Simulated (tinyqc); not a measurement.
Inside a calculation. Method: CIS on RHF in the sto-3g basis, frozen core, for H2O, spin multiplicity 1. Computed by tinyqc, a small Python program that keeps every step (integrals from PySCF). Settings: charge = 0, multiplicity = 1, basis = sto-3g, method = RHF, frozen orbitals = 1, energy threshold = 1e-10, iteration cap = 69, orthogonalisation = symmetric, start = Wolfsberg-Helmholz matrix, DIIS depth = 6. Command: `OMP_NUM_THREADS=1 python tinyqc.py 28545 28546 out.jsonl` (the two numbers bound the seeds that draw the settings). One thread of a shared host (Intel(R) Xeon(R) Processor @ 2.60GHz), about 0.06 s of CPU time with the checks. The early iterations of the SCF are left out here.

## One-electron integrals

Geometry (angstrom):
```
atom        x         y        z
O     0.00000   0.00000  0.00000
H     0.00000   0.84700  0.70700
H     0.00000  -0.90800  0.75800
```

Basis sto-3g: exponents (1/bohr^2) and contraction coefficients of normalised primitives:
```
element  l (shell)   exponent  coefficient
O            s (1)  130.70932      0.15433
O            s (1)   23.80886      0.53533
O            s (1)    6.44361      0.44463
O            s (2)    5.03315     -0.09997
O            s (2)    1.16960      0.39951
O            s (2)    0.38039      0.70012
O            p (3)    5.03315      0.15592
O            p (3)    1.16960      0.60768
O            p (3)    0.38039      0.39196
H            s (1)    3.42525      0.15433
H            s (1)    0.62391      0.53533
H            s (1)    0.16886      0.44463
```

Overlap, kinetic and nuclear-attraction integrals over the contracted functions; the nuclear repulsion is the sum of Za Zb / Rab.

nuclear repulsion = 7.7176026 hartree

overlap S, order 1O 1s, 1O 2s, 1O 2px, 1O 2py, 1O 2pz, 2H 1s, 3H 1s:
```
[[1.00000, 0.23670, 0.00000, 0.00000, 0.00000, 0.03811, 0.03157],
 [0.23670, 1.00000, 0.00000, 0.00000, 0.00000, 0.38422, 0.33979],
 [0.00000, 0.00000, 1.00000, 0.00000, 0.00000, 0.00000, 0.00000],
 [0.00000, 0.00000, 0.00000, 1.00000, 0.00000, 0.26055, -0.23711],
 [0.00000, 0.00000, 0.00000, 0.00000, 1.00000, 0.21748, 0.19794],
 [0.03811, 0.38422, 0.00000, 0.26055, 0.21748, 1.00000, 0.17571],
 [0.03157, 0.33979, 0.00000, -0.23711, 0.19794, 0.17571, 1.00000]]
```

kinetic energy T (hartree), order 1O 1s, 1O 2s, 1O 2px, 1O 2py, 1O 2pz, 2H 1s, 3H 1s:
```
[[29.00320, -0.16801, 0.00000, 0.00000, 0.00000, -0.00847, -0.00890],
 [-0.16801, 0.80813, 0.00000, 0.00000, 0.00000, 0.06941, 0.04554],
 [0.00000, 0.00000, 2.52873, 0.00000, 0.00000, 0.00000, 0.00000],
 [0.00000, 0.00000, 0.00000, 2.52873, 0.00000, 0.14180, -0.10869],
 [0.00000, 0.00000, 0.00000, 0.00000, 2.52873, 0.11836, 0.09074],
 [-0.00847, 0.06941, 0.00000, 0.14180, 0.11836, 0.76003, -0.00477],
 [-0.00890, 0.04554, 0.00000, -0.10869, 0.09074, -0.00477, 0.76003]]
```

nuclear attraction V (hartree), order 1O 1s, 1O 2s, 1O 2px, 1O 2py, 1O 2pz, 2H 1s, 3H 1s:
```
[[-61.54548, -7.40251, 0.00000, -0.00117, -0.01400, -1.22069, -1.00966],
 [-7.40251, -9.97522, 0.00000, -0.01312, -0.17219, -2.95301, -2.55252],
 [0.00000, 0.00000, -9.84740, 0.00000, 0.00000, 0.00000, 0.00000],
 [-0.00117, -0.01312, 0.00000, -9.94402, -0.00716, -1.76480, 1.55450],
 [-0.01400, -0.17219, 0.00000, -0.00716, -9.91473, -1.51974, -1.34243],
 [-1.22069, -2.95301, 0.00000, -1.76480, -1.51974, -5.28618, -0.99849],
 [-1.00966, -2.55252, 0.00000, 1.55450, -1.34243, -0.99849, -5.05331]]
```

core Hamiltonian H = T + V (hartree), order 1O 1s, 1O 2s, 1O 2px, 1O 2py, 1O 2pz, 2H 1s, 3H 1s:
```
[[-32.54228, -7.57052, 0.00000, -0.00117, -0.01400, -1.22915, -1.01856],
 [-7.57052, -9.16709, 0.00000, -0.01312, -0.17219, -2.88360, -2.50697],
 [0.00000, 0.00000, -7.31867, 0.00000, 0.00000, 0.00000, 0.00000],
 [-0.00117, -0.01312, 0.00000, -7.41529, -0.00716, -1.62300, 1.44581],
 [-0.01400, -0.17219, 0.00000, -0.00716, -7.38600, -1.40138, -1.25170],
 [-1.22915, -2.88360, 0.00000, -1.62300, -1.40138, -4.52615, -1.00326],
 [-1.01856, -2.50697, 0.00000, 1.44581, -1.25170, -1.00326, -4.29328]]
```

## Two-electron integrals

Functions are numbered as in S; the eight-fold symmetry (ij|kl) = (ji|kl) = (kl|ij) leaves the list below.

Two-electron integrals (ij|kl) in chemists' order, unique and non-zero (hartree):
```
(11|11) 4.78507     (21|11) 0.74138     (21|21) 0.13687     (22|11) 1.11895
(22|21) 0.25663     (22|22) 0.81721     (31|31) 0.02448     (32|31) 0.03781
(32|32) 0.18052     (33|11) 1.11581     (33|21) 0.25668     (33|22) 0.81702
(33|33) 0.88016     (41|41) 0.02448     (42|41) 0.03781     (42|42) 0.18052
(43|43) 0.04744     (44|11) 1.11581     (44|21) 0.25668     (44|22) 0.81702
(44|33) 0.78527     (44|44) 0.88016     (51|51) 0.02448     (52|51) 0.03781
(52|52) 0.18052     (53|53) 0.04744     (54|54) 0.04744     (55|11) 1.11581
(55|21) 0.25668     (55|22) 0.81702     (55|33) 0.78527     (55|44) 0.78527
(55|55) 0.88016     (61|11) 0.12083     (61|21) 0.02213     (61|22) 0.04129
(61|33) 0.04121     (61|41) 0.00078     (61|42) 0.00147     (61|44) 0.04135
(61|51) 0.00065     (61|52) 0.00123     (61|54) 0.00012     (61|55) 0.04131
(61|61) 0.00363     (62|11) 0.31146     (62|21) 0.07241     (62|22) 0.25742
(62|33) 0.25291     (62|41) 0.00418     (62|42) 0.03273     (62|44) 0.26073
(62|51) 0.00349     (62|52) 0.02732     (62|54) 0.00653     (62|55) 0.25836
(62|61) 0.01196     (62|62) 0.10272     (63|31) 0.00736     (63|32) 0.04363
(63|43) 0.00669     (63|53) 0.00559     (63|63) 0.01419     (64|11) 0.17792
(64|21) 0.04188     (64|22) 0.15894     (64|33) 0.15183     (64|41) 0.00947
(64|42) 0.06263     (64|44) 0.16980     (64|51) 0.00176     (64|52) 0.01586
(64|54) 0.00941     (64|55) 0.15502     (64|61) 0.00720     (64|62) 0.07708
(64|64) 0.07136     (65|11) 0.14851     (65|21) 0.03495     (65|22) 0.13267
(65|33) 0.12673     (65|41) 0.00176     (65|42) 0.01586     (65|44) 0.13055
(65|51) 0.00883     (65|52) 0.05687     (65|54) 0.00988     (65|55) 0.14057
(65|61) 0.00601     (65|62) 0.06434     (65|64) 0.04772     (65|65) 0.05402
(66|11) 0.46945     (66|21) 0.11089     (66|22) 0.45361     (66|33) 0.43576
(66|41) 0.00787     (66|42) 0.08628     (66|44) 0.46698     (66|51) 0.00657
(66|52) 0.07202     (66|54) 0.02606     (66|55) 0.45751     (66|61) 0.01844
(66|62) 0.23393     (66|64) 0.20030     (66|65) 0.16719     (66|66) 0.77461
(71|11) 0.09998     (71|21) 0.01832     (71|22) 0.03420     (71|33) 0.03413
(71|41) -0.00064    (71|42) -0.00120    (71|44) 0.03425     (71|51) 0.00053
(71|52) 0.00100     (71|54) -0.00010    (71|55) 0.03422     (71|61) 0.00296
(71|62) 0.00961     (71|64) 0.00532     (71|65) 0.00483     (71|66) 0.01470
(71|71) 0.00248     (72|11) 0.26901     (72|21) 0.06259     (72|22) 0.22388
(72|33) 0.21989     (72|41) -0.00360    (72|42) -0.02876    (72|44) 0.22680
(72|51) 0.00301     (72|52) 0.02401     (72|54) -0.00577    (72|55) 0.22471
(72|61) 0.01002     (72|62) 0.07207     (72|64) 0.03741     (72|65) 0.04404
(72|66) 0.13412     (72|71) 0.00856     (72|72) 0.07912     (73|31) 0.00623
(73|32) 0.03740     (73|43) -0.00581    (73|53) 0.00485     (73|63) 0.00949
(73|73) 0.01068     (74|11) -0.15719    (74|21) -0.03701    (74|22) -0.14137
(74|33) -0.13512    (74|41) 0.00808     (74|42) 0.05438     (74|44) -0.15084
(74|51) -0.00154    (74|52) -0.01417    (74|54) 0.00827     (74|55) -0.13798
(74|61) -0.00568    (74|62) -0.03863    (74|64) -0.01102    (74|65) -0.02312
(74|66) -0.06540    (74|71) -0.00526    (74|72) -0.06076    (74|74) 0.05682
(75|11) 0.13122     (75|21) 0.03090     (75|22) 0.11801     (75|33) 0.11280
(75|41) -0.00154    (75|42) -0.01417    (75|44) 0.11622     (75|51) 0.00752
(75|52) 0.04923     (75|54) -0.00867    (75|55) 0.12488     (75|61) 0.00515
(75|62) 0.04475     (75|64) 0.02281     (75|65) 0.03644     (75|66) 0.09092
(75|71) 0.00439     (75|72) 0.05072     (75|74) -0.03852    (75|75) 0.04284
(76|11) 0.09845     (76|21) 0.02313     (76|22) 0.09030     (76|33) 0.08806
(76|41) -2.53e-05   (76|42) -0.00033    (76|44) 0.08974     (76|51) 0.00169
(76|52) 0.01627     (76|54) -0.00009    (76|55) 0.09299     (76|61) 0.00378
(76|62) 0.03629     (76|64) 0.02351     (76|65) 0.02561     (76|66) 0.08779
(76|71) 0.00313     (76|72) 0.03230     (76|74) -0.02174    (76|75) 0.02326
(76|76) 0.01662     (77|11) 0.44046     (77|21) 0.10410     (77|22) 0.42909
(77|33) 0.41280     (77|41) -0.00706    (77|42) -0.07962    (77|44) 0.44131
(77|51) 0.00589     (77|52) 0.06647     (77|54) -0.02380    (77|55) 0.43267
(77|61) 0.01666     (77|62) 0.14600     (77|64) 0.06931     (77|65) 0.09708
(77|66) 0.29893     (77|71) 0.01432     (77|72) 0.20009     (77|74) -0.17544
(77|75) 0.14645     (77|76) 0.08779     (77|77) 0.77461
```

## Orthogonalisation

S = U s U^T; symmetric (Loewdin) form X = U s^(-1/2) U^T, so that X^T S X = 1.

eigenvalues of S: [0.45311, 0.55611, 0.88332, 1.00000, 1.10560, 1.27367, 1.72819]

X, order 1O 1s, 1O 2s, 1O 2px, 1O 2py, 1O 2pz, 2H 1s, 3H 1s:
```
[[1.02346, -0.13521, 0.00000, -0.00096, -0.00698, 0.01908, 0.01687],
 [-0.13521, 1.13926, 0.00000, 0.01133, 0.06568, -0.22316, -0.18506],
 [0.00000, 0.00000, 1.00000, 0.00000, 0.00000, 0.00000, 0.00000],
 [-0.00096, 0.01133, 0.00000, 1.06161, 0.00564, -0.16898, 0.14976],
 [-0.00698, 0.06568, 0.00000, 0.00564, 1.03677, -0.12368, -0.10593],
 [0.01908, -0.22316, 0.00000, -0.16898, -0.12368, 1.12832, -0.06105],
 [0.01687, -0.18506, 0.00000, 0.14976, -0.10593, -0.06105, 1.09894]]
```

## Iteration 9 (converged): orbitals

converged F (hartree), order 1O 1s, 1O 2s, 1O 2px, 1O 2py, 1O 2pz, 2H 1s, 3H 1s:
```
[[-20.26549, -5.16512, 0.00000, -0.00136, -0.02438, -0.84706, -0.70281],
 [-5.16512, -2.40678, 0.00000, -0.01316, -0.06495, -0.79662, -0.69609],
 [0.00000, 0.00000, -0.39053, 0.00000, 0.00000, 0.00000, 0.00000],
 [-0.00136, -0.01316, 0.00000, -0.21669, -0.01620, -0.35235, 0.32677],
 [-0.02438, -0.06495, 0.00000, -0.01620, -0.25832, -0.33313, -0.31144],
 [-0.84706, -0.79662, 0.00000, -0.35235, -0.33313, -0.41820, -0.23306],
 [-0.70281, -0.69609, 0.00000, 0.32677, -0.31144, -0.23306, -0.35111]]
```

Diagonalise F' = X^T F X, C = X C', fill 5 alpha and 5 beta electrons from the bottom; D = 2 C_occ C_occ^T. Each column has its largest component positive (the first on a tie).

F' = X^T F X (hartree):
```
[[-19.89222, -2.68108, 0.00000, -0.00297, -0.05216, -0.09500, -0.06252],
 [-2.68108, -1.33586, 0.00000, 0.00886, 0.09884, -0.40426, -0.34539],
 [0.00000, 0.00000, -0.39053, 0.00000, 0.00000, 0.00000, 0.00000],
 [-0.00297, 0.00886, 0.00000, -0.02193, -0.00246, -0.38978, 0.36203],
 [-0.05216, 0.09884, 0.00000, -0.00246, -0.13538, -0.31089, -0.28383],
 [-0.09500, -0.40426, 0.00000, -0.38978, -0.31089, -0.02339, -0.06655],
 [-0.06252, -0.34539, 0.00000, 0.36203, -0.28383, -0.06655, -0.03623]]
```

orbital energies (hartree): [-20.27364, -1.20067, -0.52552, -0.43738, -0.39053, 0.44190, 0.55031]

coefficients C, order 1O 1s, 1O 2s, 1O 2px, 1O 2py, 1O 2pz, 2H 1s, 3H 1s:
```
[[0.99451, -0.24096, 0.01752, 0.09012, 0.00000, 0.09785, 0.03657],
 [0.02355, 0.89900, -0.09120, -0.45821, 0.00000, -0.57035, -0.22882],
 [0.00000, 0.00000, 0.00000, 0.00000, 1.00000, 0.00000, 0.00000],
 [0.00035, 0.01358, 0.61219, -0.06979, 0.00000, 0.26040, -0.85471],
 [0.00294, 0.07729, 0.08570, 0.72514, 0.00000, -0.71511, -0.23509],
 [-0.00460, 0.14983, 0.48254, 0.28668, 0.00000, 0.45296, 0.91004],
 [-0.00388, 0.12623, -0.41999, 0.40161, 0.00000, 0.84415, -0.46189]]
```

D after iteration 9, order 1O 1s, 1O 2s, 1O 2px, 1O 2py, 1O 2pz, 2H 1s, 3H 1s:
```
[[2.11110, -0.47220, 0.00000, 0.00302, 0.10231, -0.01277, -0.01089],
 [-0.47220, 2.05406, 0.00000, -0.02326, -0.54106, -0.08155, -0.06467],
 [0.00000, 0.00000, 2.00000, 0.00000, 0.00000, 0.00000, 0.00000],
 [0.00302, -0.02326, 0.00000, 0.75966, 0.00581, 0.55486, -0.56686],
 [0.10231, -0.54106, 0.00000, 0.00581, 1.07832, 0.52162, 0.52995],
 [-0.01277, -0.08155, 0.00000, 0.55486, 0.52162, 0.67500, -0.13719],
 [-0.01089, -0.06467, 0.00000, -0.56686, 0.52995, -0.13719, 0.70726]]
```

## Convergence

Stop when the energy changes by less than 1e-10 hartree and every element of the error matrix X^T (F D S - S D F) X is below 3e-06.

Course of the cycle:
```
iteration  E (hartree)     change  largest element of the error matrix
1          -74.4281789          -                             4.98e-01
2          -74.9030280  -4.75e-01                             1.36e-01
3          -74.9220396  -1.90e-02                             3.67e-02
4          -74.9240072  -1.97e-03                             7.12e-03
5          -74.9241103  -1.03e-04                             2.16e-03
6          -74.9241281  -1.78e-05                             3.91e-05
7          -74.9241281  -4.61e-09                             1.14e-05
8          -74.9241281  -2.60e-10                             1.14e-06
9          -74.9241281  -2.80e-12                             1.21e-07
```

PySCF RHF in the same basis = -74.9241281 hartree

Converged in 9 iterations.

## Integrals over molecular orbitals

(pq|rs) = sum C_ip C_jq C_kr C_ls (ij|kl), one index at a time.

one-electron integrals over orbitals h = C^T H C (hartree):
```
[[-32.52591, 0.57102, -0.03995, -0.20126, 0.00000, -0.22428, -0.08341],
 [0.57102, -7.54921, 0.07507, 0.53407, 0.00000, 1.09127, 0.41600],
 [-0.03995, 0.07507, -5.96875, -0.13587, 0.00000, -0.43681, 1.70576],
 [-0.20126, 0.53407, -0.13587, -6.45144, 0.00000, 1.38431, 0.18537],
 [0.00000, 0.00000, 0.00000, 0.00000, -7.31867, 0.00000, 0.00000],
 [-0.22428, 1.09127, -0.43681, 1.38431, 0.00000, -5.31716, 0.03770],
 [-0.08341, 0.41600, 1.70576, 0.18537, 0.00000, 0.03770, -5.45149]]
```

Two-electron integrals over orbitals (pq|rs), unique and non-zero (hartree); the lowest 1 orbital is frozen and left out:
```
(22|22) 0.72602    (32|22) 0.00271    (32|32) 0.12798    (33|22) 0.61351
(33|32) 0.00119    (33|33) 0.59048    (42|22) -0.02918   (42|32) 0.00413
(42|33) 0.00092    (42|42) 0.12852    (43|22) 0.01360    (43|32) 0.02553
(43|33) 0.01208    (43|42) -0.01675   (43|43) 0.05841    (44|22) 0.65128
(44|32) -0.01871   (44|33) 0.55958    (44|42) -0.08529   (44|43) 0.00757
(44|44) 0.67817    (52|52) 0.15164    (53|52) -0.00833   (53|53) 0.02697
(54|52) -0.04303   (54|53) 0.00409    (54|54) 0.04604    (55|22) 0.75670
(55|32) -0.01213   (55|33) 0.60129    (55|42) -0.08111   (55|43) 0.01812
(55|44) 0.67594    (55|55) 0.88016    (62|22) -0.11947   (62|32) 0.01669
(62|33) -0.06425   (62|42) -0.03683   (62|43) -0.00681   (62|44) -0.05041
(62|55) -0.12736   (62|62) 0.09051    (63|22) 0.04457    (63|32) 0.02658
(63|33) 0.03178    (63|42) -0.01873   (63|43) 0.03732    (63|44) 0.01975
(63|55) 0.05105    (63|62) -0.02199   (63|63) 0.07311    (64|22) -0.13692
(64|32) -0.01639   (64|33) -0.05534   (64|42) 0.05660    (64|43) -0.02336
(64|44) -0.12712   (64|55) -0.15878   (64|62) 0.05217    (64|63) -0.04680
(64|64) 0.11556    (65|52) -0.04586   (65|53) 0.00769    (65|54) -0.00793
(65|65) 0.03267    (66|22) 0.58911    (66|32) -0.04103   (66|33) 0.54176
(66|42) 0.04190    (66|43) -0.03463   (66|44) 0.55407    (66|55) 0.57854
(66|62) -0.08460   (66|63) -0.02025   (66|64) -0.04048   (66|66) 0.60763
(72|22) -0.04657   (72|32) -0.05295   (72|33) -0.01320   (72|42) -0.00037
(72|43) 0.02785    (72|44) -0.02879   (72|55) -0.04866   (72|62) 0.00890
(72|63) 0.02146    (72|64) 0.02219    (72|66) -0.03087   (72|72) 0.07247
(73|22) -0.16035   (73|32) 0.03030    (73|33) -0.08496   (73|42) 0.07427
(73|43) 0.00135    (73|44) -0.13310   (73|55) -0.19677   (73|62) 0.05748
(73|63) -0.01410   (73|64) 0.09483    (73|66) -0.06244   (73|72) 0.02950
(73|73) 0.16088    (74|22) -0.01455   (74|32) 0.06733    (74|33) -0.00492
(74|42) -0.00072   (74|43) 0.01255    (74|44) -0.02523   (74|55) -0.02062
(74|62) 0.01616    (74|63) 0.04336    (74|64) -0.00831   (74|66) -0.04157
(74|72) -0.01181   (74|73) 0.03450    (74|74) 0.06505    (75|52) -0.01719
(75|53) -0.02227   (75|54) 0.00118    (75|65) 0.00286    (75|75) 0.02586
(76|22) 0.00404    (76|32) 0.06786    (76|33) 0.00125    (76|42) 0.01224
(76|43) 0.05158    (76|44) -0.01844   (76|55) -0.00366   (76|62) -0.00913
(76|63) 0.04466    (76|64) -0.02293   (76|66) -0.04175   (76|72) 0.00196
(76|73) 0.03219    (76|74) 0.04339    (76|76) 0.08001    (77|22) 0.60688
(77|32) 0.04831    (77|33) 0.58078    (77|42) -0.01581   (77|43) 0.03899
(77|44) 0.55824    (77|55) 0.60209    (77|62) -0.05685   (77|63) 0.05820
(77|64) -0.06951   (77|66) 0.51609    (77|72) -0.02031   (77|73) -0.07020
(77|74) 0.02881    (77|76) 0.04436    (77|77) 0.62094
```

## CIS matrix, singlets

A(ia,jb) = (e_a - e_i) d_ij d_ab + 2 (ia|jb) - (ij|ab).

CIS matrix A, singlet (hartree), order 2>6, 2>7, 3>6, 3>7, 4>6, 4>7, 5>6, 5>7:
```
[[1.23448, 0.01377, -0.00295, 0.04711, 0.06244, 0.02009, 0.00000, 0.00000],
 [0.01377, 1.28905, -0.02495, 0.01068, 0.03215, -0.00782, 0.00000, 0.00000],
 [-0.00295, -0.02495, 0.57188, -0.02945, -0.05896, 0.03513, 0.00000, 0.00000],
 [0.04711, 0.01068, -0.02945, 0.81682, 0.13807, 0.03002, 0.00000, 0.00000],
 [0.06244, 0.03215, -0.05896, 0.13807, 0.55633, 0.00182, 0.00000, 0.00000],
 [0.02009, -0.00782, 0.03513, 0.03002, 0.00182, 0.55956, 0.00000, 0.00000],
 [0.00000, 0.00000, 0.00000, 0.00000, 0.00000, 0.00000, 0.31923, 0.00938],
 [0.00000, 0.00000, 0.00000, 0.00000, 0.00000, 0.00000, 0.00938, 0.39048]]
```

## CIS singlet states

dipole integrals <i|r|a> (bohr), order 2>6, 2>7, 3>6, 3>7, 4>6, 4>7, 5>6, 5>7:
```
[[0.00000, 0.01410, 0.02635],
 [0.00000, 0.05940, 0.03446],
 [0.00000, 0.83314, -0.17365],
 [0.00000, 0.33230, 0.72235],
 [0.00000, -0.36845, 0.66251],
 [0.00000, 0.73597, 0.09696],
 [-0.06294, 0.00000, 0.00000],
 [-0.02092, 0.00000, 0.00000]]
```

Diagonalise A (1 hartree = 27.211386 eV); each vector has its largest component positive (the first on a tie). The transition dipole is mu = sqrt2 sum c_ia <i|r|a>.

singlet excitation energies (eV): [8.65365, 10.65847, 12.89406, 14.39201, 16.64594, 23.72190, 33.81255, 35.35546]

lowest vectors, order 2>6, 2>7, 3>6, 3>7, 4>6, 4>7, 5>6, 5>7:
```
[[0.00000, 0.00000, -0.04693, -0.03050, -0.00501, -0.18327],
 [0.00000, 0.00000, -0.01582, -0.01442, 0.04341, -0.05356],
 [0.00000, 0.00000, 0.44770, -0.48211, 0.73704, -0.14832],
 [0.00000, 0.00000, -0.28515, -0.25032, 0.19426, 0.89210],
 [0.00000, 0.00000, 0.84104, 0.25708, -0.26138, 0.37683],
 [0.00000, 0.00000, -0.09194, 0.79855, 0.59060, 0.06082],
 [0.99172, 0.12844, 0.00000, 0.00000, 0.00000, 0.00000],
 [-0.12844, 0.99172, 0.00000, 0.00000, 0.00000, 0.00000]]
```

oscillator strengths 2/3 w |mu|^2: [0.00151, 0.00043, 0.05006, 0.01576, 1.20681, 0.98797]

## CIS matrix, triplets

A(ia,jb) = (e_a - e_i) d_ij d_ab - (ij|ab).

CIS matrix A, triplet (hartree), order 2>6, 2>7, 3>6, 3>7, 4>6, 4>7, 5>6, 5>7:
```
[[1.05346, -0.00404, 0.04103, -0.06786, -0.04190, -0.01224, 0.00000, 0.00000],
 [-0.00404, 1.14410, -0.06786, -0.04831, -0.01224, 0.01581, 0.00000, 0.00000],
 [0.04103, -0.06786, 0.42566, -0.00125, 0.03463, -0.05158, 0.00000, 0.00000],
 [-0.06786, -0.04831, -0.00125, 0.49506, -0.05158, -0.03899, 0.00000, 0.00000],
 [-0.04190, -0.01224, 0.03463, -0.05158, 0.32521, 0.01844, 0.00000, 0.00000],
 [-0.01224, 0.01581, -0.05158, -0.03899, 0.01844, 0.42946, 0.00000, 0.00000],
 [0.00000, 0.00000, 0.00000, 0.00000, 0.00000, 0.00000, 0.25388, 0.00366],
 [0.00000, 0.00000, 0.00000, 0.00000, 0.00000, 0.00000, 0.00366, 0.33875]]
```

## CIS triplet states

Diagonalise A (1 hartree = 27.211386 eV); each vector has its largest component positive (the first on a tie).

triplet excitation energies (eV): [6.90426, 7.95962, 9.22229, 10.14103, 12.64782, 14.20913, 29.00339, 31.42742]

lowest vectors, order 2>6, 2>7, 3>6, 3>7, 4>6, 4>7, 5>6, 5>7:
```
[[0.00000, 0.08408, 0.00000, 0.02969, -0.08079, 0.06752],
 [0.00000, 0.00346, 0.00000, 0.06364, 0.06741, 0.08385],
 [0.00000, -0.32270, 0.00000, 0.57528, 0.73472, 0.11039],
 [0.00000, 0.22298, 0.00000, 0.36822, -0.31573, 0.83479],
 [0.00000, 0.89969, 0.00000, 0.24313, 0.24627, -0.26177],
 [0.00000, -0.17211, 0.00000, 0.68514, -0.53738, -0.45915],
 [0.99907, 0.00000, 0.04304, 0.00000, 0.00000, 0.00000],
 [-0.04304, 0.00000, 0.99907, 0.00000, 0.00000, 0.00000]]
```
